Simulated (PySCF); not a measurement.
Geometry (Å), atoms numbered from 1 in this order:
```xyz
11

C     1.027    0.794   -0.120
C     0.149   -0.309    0.416
C    -1.173   -0.493   -0.285
F     0.842   -1.484    0.359
F    -0.086   -0.074    1.740
H     0.511    1.761   -0.051
H     1.949    0.836    0.474
H     1.285    0.599   -1.170
H    -1.770    0.427   -0.221
H    -1.723   -1.311    0.200
H    -1.013   -0.745   -1.341
```

One conformer, in vacuum, non-relativistic, one averaged value for each set of equivalent atoms. Structure optimised with PBE0-D3(BJ)/def2-SVP; NMR shieldings at KT3/pcSseg-2/GIAO; PySCF 2.14.0 with density-fitted response routines.

δ = σ(ref) − σ, references computed at the same level: TMS for $^{13}$C and $^{1}$H; $^{19}$F against CFCl3.

```json
{"atoms": "C1/C3", "nucleus": "$^{13}$C", "count": "2", "δ (ppm)": "?"}
{"atoms": "H6/H7/H8/H9/H10/H11", "nucleus": "$^{1}$H", "count": "6", "δ (ppm)": "1.43"}
{"atoms": "C2", "nucleus": "$^{13}$C", "count": "1", "δ (ppm)": "?"}
{"atoms": "F4/F5", "nucleus": "$^{19}$F", "count": "2", "δ (ppm)": "-121.3"}
```

Problem. Fill in the missing shifts.

Solution. 
- C2: 127.3 ppm, fully substituted sp3 carbon bonded to 2 F; 2 electronegative neighbours deshield it
- C1/C3: 25.4 ppm, methyl carbon; a saturated carbon with 1 carbon neighbour and no heteroatom attached

Shifts are as computed, not scaled to solution data. Of 1211 compounds with measured shifts, 218 miss one by over three times the rms of a fit or turn the order of signals round; such compounds aren't used in these exercises. Unscaled 19F shifts against computed CFCl3 carry errors that often reach 10 to 50 ppm.
